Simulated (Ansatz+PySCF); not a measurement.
Results of a calculation; reference values are marked as such.
Input for PySCF 2.14.0:

```python
from pyscf import gto, scf, mp

mol = gto.M(atom="""
N 0.000000 0.000000 -2.208080
H 0.937310 0.000000 -1.826520
H -0.468660 -0.811740 -1.826520
H -0.468660 0.811740 -1.826520
Li 0.000000 0.000000 2.140330
""", basis={'H': 'cc-pvtz', 'Li': 'cc-pcvtz', 'N': 'cc-pvtz'}, charge=0, spin=1)
mf = scf.UHF(mol)
mf.kernel()
pt = mp.MP2(mf, frozen=1).run()
print(mf.e_tot, pt.e_corr, pt.e_tot)
```

The script is written out from the run's settings.

Results

- Converged: yes
- Reference energy: -63.65062 hartree
- Correlation energy: -0.27374 hartree
- Total energy: -63.92436 hartree
- Spin squared of the determinant: 0.750
